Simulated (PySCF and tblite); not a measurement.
The numbers below are computed, except where a source is named.
Stationary points of C3H7NS at PBE0-D3(BJ)/def2-SVP, in Å:

Structure A

```
 1 C    -0.637    0.759    0.025
 2 C    -1.232   -0.620   -0.207
 3 S     0.193   -1.665   -0.672
 4 C     1.391   -0.436   -0.018
 5 N     0.598    0.506    0.734
 6 H    -1.306    1.386    0.638
 7 H    -0.496    1.267   -0.955
 8 H    -1.974   -0.629   -1.019
 9 H    -1.693   -1.011    0.712
10 H     1.930    0.003   -0.883
11 H     2.125   -0.943    0.629
12 H     1.118    1.356    0.934
```

Structure B

```
 1 C    -0.576    0.828   -0.081
 2 C    -1.198   -0.580   -0.121
 3 S     0.196   -1.723   -0.395
 4 C     1.426   -0.336   -0.115
 5 N     0.740    0.745    0.516
 6 H    -1.208    1.540    0.471
 7 H    -0.470    1.208   -1.111
 8 H    -1.936   -0.682   -0.931
 9 H    -1.696   -0.825    0.831
10 H     1.812   -0.030   -1.099
11 H     2.262   -0.705    0.495
12 H     0.649    0.559    1.513
```

Structure C

```
 1 C    -0.641    0.802   -0.038
 2 C    -1.226   -0.605   -0.177
 3 S     0.178   -1.648   -0.691
 4 C     1.421   -0.422   -0.059
 5 N     0.653    0.612    0.533
 6 H    -1.263    1.432    0.618
 7 H    -0.617    1.287   -1.038
 8 H    -2.013   -0.667   -0.942
 9 H    -1.627   -0.960    0.784
10 H     2.026   -0.120   -0.939
11 H     2.092   -0.899    0.674
12 H     1.017    1.187    1.274
```

The path came from a restrained scan, a climbing-image band and a saddle search at GFN2-xTB; energies are B3LYP/pcSseg-1 + D3(BJ)//PBE0-D3(BJ)/def2-SVP, thermal terms GFN2-xTB.

Q: Which structure is a saddle point, and along which motion?

A: C: one imaginary mode (642i cm⁻¹ at GFN2-xTB, mostly on H12, N5), along the pyramidal inversion at N5.

Q: Give their symmetry and energies above the lowest.

A: A C1, 4.1 kcal/mol; B C1, 0.0 kcal/mol; C C1, 7.5 kcal/mol.
